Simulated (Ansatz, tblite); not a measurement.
**The cluster FeCl₂: a ladder of methods and basis sets**

How do method and basis change the picture of the cluster FeCl₂ (singlet)?

Method: as each input shows; program: Ansatz 0.2.0, Gaussian basis.

Plan: GFN1-xTB, GFN2-xTB, PBE-D4/def2-TZVP, r2SCAN-D4/def2-TZVP, B2PLYP/def2-TZVP, HF/def2-TZVP, r2SCAN0-D4/def2-TZVP, BLYP-D4/def2-TZVP, r2SCANh-D4/def2-TZVP, PBE+5HF/def2-TZVP, PBE+10HF/def2-TZVP, PBE+15HF/def2-TZVP, PBE+35HF/def2-TZVP, PBE+50HF/def2-TZVP, PBE-D4/def2-SVP, PBE0-D4/def2-SVP, HF/6-31G, B3LYP-D4/6-31G, PBE0-D4/def2-TZVPD, PBE-D4/def2-TZVPD, r2SCAN-D4/def2-TZVPD, CCSD(T)/def2-TZVPP, MP2/def2-TZVP, CCSD(T)/def2-TZVPD.

3 further runs of the same task are left out: 2 for a known fault of the program, 1 that didn't finish. Runs told in other sessions of the task aren't counted.

**1. The relaxed structure**

The singlet was relaxed beforehand with r2SCAN-D4/def2-TZVP. At that level it is the lowest of the isomers that a small search found.

3 atoms, charge 0, spin multiplicity 1.

Bond lengths: Fe1–Cl2 2.058 Å, Fe1–Cl3 2.058 Å. Angles: Cl2–Fe1–Cl3 179.9°.

No spin-orbit coupling is included.

PBE0-D4/def2-TZVP was run before; its log isn't repeated, and its numbers join the tables.

**2. GFN1-xTB**

Tight binding, by tblite at 300 K electronic temperature and without a spin-polarisation term:

```python
tblite.interface.Calculator('GFN1-xTB', numbers, positions, charge=0, uhf=0).singlepoint()
```

Energy -312.9463 eV, HOMO -11.80 eV, LUMO -11.59 eV; 0.023 s.

**3. GFN2-xTB**

Tight binding, by tblite at 300 K electronic temperature and without a spin-polarisation term:

```python
tblite.interface.Calculator('GFN2-xTB', numbers, positions, charge=0, uhf=0).singlepoint()
```

Energy -335.1358 eV, HOMO -9.55 eV, LUMO -8.53 eV; 0.01 s.

**4. PBE-D4/def2-TZVP**

start.molden holds the orbitals of an earlier run on this state, given as this run's starting guess.

Input file in.yaml:

```yaml
crystal:
  periodic: [false, false, false]
  atoms:
    - {symbol: Fe, position_ang: [0.001265, 0.000553, 0.000047]}
    - {symbol: Cl, position_ang: [0.349255, -0.972681, 1.780154]}
    - {symbol: Cl, position_ang: [-0.350520, 0.972127, -1.780201]}
basis:
  gaussian: {orbitals: def2-TZVP, initial_orbitals: start.molden}
hamiltonian: {xc: pbe, dispersion: d4}
scf: {omitted_lower_state_checks: [starts]}
output: {orbitals: {seedname: orbitals}}
```

Launch:

```bash
$ ansatz run in.yaml --threads 4 --pin off --events-out ev --progress --plain --max-ram 3916MiB
```

Further steps of the session: r2SCAN-D4/def2-TZVP; B2PLYP/def2-TZVP; HF/def2-TZVP; r2SCAN0-D4/def2-TZVP; BLYP-D4/def2-TZVP; r2SCANh-D4/def2-TZVP; PBE+5HF/def2-TZVP; PBE+10HF/def2-TZVP; PBE+15HF/def2-TZVP; PBE+35HF/def2-TZVP; PBE+50HF/def2-TZVP; PBE-D4/def2-SVP; PBE0-D4/def2-SVP; HF/6-31G; B3LYP-D4/6-31G; PBE0-D4/def2-TZVPD; PBE-D4/def2-TZVPD; r2SCAN-D4/def2-TZVPD; CCSD(T)/def2-TZVPP; MP2/def2-TZVP; CCSD(T)/def2-TZVPD.

Q: Predict the results of all the runs planned. Wanted: gap in def2-TZVP, named functionals and Hartree-Fock, smallest and largest; gap over the share of exact exchange; correlation energy, CCSD(T)/def2-TZVPP; correlation energy, MP2/def2-TZVP; correlation energy, CCSD(T)/def2-TZVPD; binding an atom, functionals in def2-TZVP; PBE0 total energy, smallest basis above largest.

**Answer**, as computed:

| quantity | value |
| --- | --- |
| gap in def2-TZVP, named functionals and Hartree-Fock, smallest and largest | 0.19 eV (BLYP-D4), 14.52 eV (HF) |
| gap over the share of exact exchange | 0.87 eV at 0.05, 8.03 eV at 0.5 |
| correlation energy, CCSD(T)/def2-TZVPP | -27.88 eV |
| correlation energy, MP2/def2-TZVP | -22.40 eV |
| correlation energy, CCSD(T)/def2-TZVPD | -24.68 eV |
| binding an atom, functionals in def2-TZVP | 1.50 (r2SCAN0-D4) to 1.97 eV (PBE-D4) |
| PBE0 total energy, smallest basis above largest | 13.66 eV (def2-SVP, def2-TZVPD) |

**Reading.** Orbital gaps of the named functionals and Hartree-Fock in def2-TZVP span 0.19 eV (BLYP-D4) to 14.52 eV (HF); exact exchange widens it. Raising the share of exact exchange from 0.05 to 0.5 moves the HOMO by -4.09 eV and the LUMO by +3.07 eV. PBE-D4 leaves an empty level below a filled one, so this occupation isn't an aufbau state there; left out of the range. Notes on CCSD(T)/def2-TZVPP and its Hartree-Fock reference, which MP2 shares: large T1 diagnostic, restricted state is unstable towards broken spin symmetry.
